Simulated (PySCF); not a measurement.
Compound: C5H7 (charge +1).
SMILES: `C1=CCC[CH+]1`

Theory: PBE0-D3(BJ)/def2-SVP geometry optimisation, gas phase (PySCF).

Masses are those of the commonest isotopes; rigid-rotor values at the optimised geometry. 

(1) What are A, B and C (GHz)?

(2) What kind of rotor is it?

(3) Is it planar, by Δ = Ic − Ia − Ib?

(4) Give the other two planar moments, Paa and Pbb, and the rms extents of the mass along the axes.

(5) List the rotational levels J(Ka,Kc) to J = 2 (cm⁻¹).

(6) Which types of transition are allowed, and where do some lines up to J = 5 fall?

Answers

(1) Ia = 62.43, Ib = 65.68, Ic = 122.02 u·Å²; 505379 MHz·u·Å²/I gives 8095, 7694 and 4142 MHz, that is A = 8.0946, B = 7.6944, C = 4.1419 GHz.

(2) An asymmetric top; Ray's κ = 0.797.

(3) Not planar: Δ = Ic − Ia − Ib = -6.10 u·Å². For a rigid frame Δ = −2 Σ m c², so Σ m c² = 3.05 u·Å² lies off the ab plane, practically all of it from hydrogen. The atom farthest from that plane is 0.89 Å away.

(4) Paa = Σ m a² = (Ib + Ic − Ia)/2 = 62.63 and Pbb = Σ m b² = (Ia + Ic − Ib)/2 = 59.38 u·Å². With the mass M = 67.05 u, the rms extents √(P/M) along a, b and c are 0.97, 0.94, 0.21 Å.

(5) Above 0(0,0):
J = 1: 1(0,1) 0.3948, 1(1,1) 0.4082, 1(1,0) 0.5267
J = 2: 2(0,2) 1.0782, 2(1,2) 1.0793, 2(1,1) 1.4348, 2(2,1) 1.4748, 2(2,0) 1.5811

(6) The dipole components (about the centre of mass, as the species is charged) are |μa| = 0.20 D, |μb| = 0.00 D, |μc| = 0.00 D; the symmetry axis of this C2v structure is a, so μb and μc vanish by symmetry and there are no b-type or c-type lines. Some lines, for components of 0.1 D or more:

```tsv
type	branch	J(Ka,Kc)	MHz	lower level (cm⁻¹)
a	Q	5(5,0) ← 5(5,1)	1600	7.882
a	Q	3(3,0) ← 3(3,1)	2691	3.075
a	Q	2(2,0) ← 2(2,1)	3184	1.475
a	Q	1(1,0) ← 1(1,1)	3552	0.408
a	Q	5(4,1) ← 5(4,2)	8407	7.402
a	Q	3(2,1) ← 3(2,2)	10078	2.659
a	Q	2(1,1) ← 2(1,2)	10657	1.079
a	Q	4(2,2) ← 4(2,3)	18400	4.137
a	R	2(1,2) ← 1(1,1)	20120	0.408
a	R	2(0,2) ← 1(0,1)	20488	0.395
a	Q	5(2,3) ← 5(2,4)	26147	5.894
a	Q	4(1,3) ← 4(1,4)	26203	3.263
a	R	2(1,1) ← 1(1,0)	27225	0.527
a	R	3(1,3) ← 2(1,2)	28585	1.079
a	Q	5(1,4) ← 5(1,5)	33707	4.770
a	R	3(2,2) ← 2(2,1)	35509	1.475
a	R	4(1,4) ← 3(1,3)	36882	2.033
a	R	4(0,4) ← 3(0,3)	36884	2.033
a	R	3(2,1) ← 2(2,0)	42402	1.581
a	R	4(2,3) ← 3(2,2)	44314	2.659
a	R	5(1,5) ← 4(1,4)	45167	3.263
a	R	5(0,5) ← 4(0,4)	45167	3.263
a	R	5(2,4) ← 4(2,3)	52660	4.137
a	R	5(3,3) ← 4(3,2)	59984	4.767
a	R	5(2,3) ← 4(2,2)	60406	4.751
a	R	5(3,2) ← 4(3,1)	68643	5.078
a	R	5(4,1) ← 4(4,0)	71971	5.282
```

PBE0-D3(BJ)/def2-SVP frequencies: not computed here. Constants of a rigid frame at the computed geometry: no zero-point averaging, no centrifugal distortion.

The run took 25 s wall on one thread, Arm Neoverse V1 (aarch64) (shared host), and the process peaked at 0.46 GiB of memory. That covers the optimisation of the geometry.
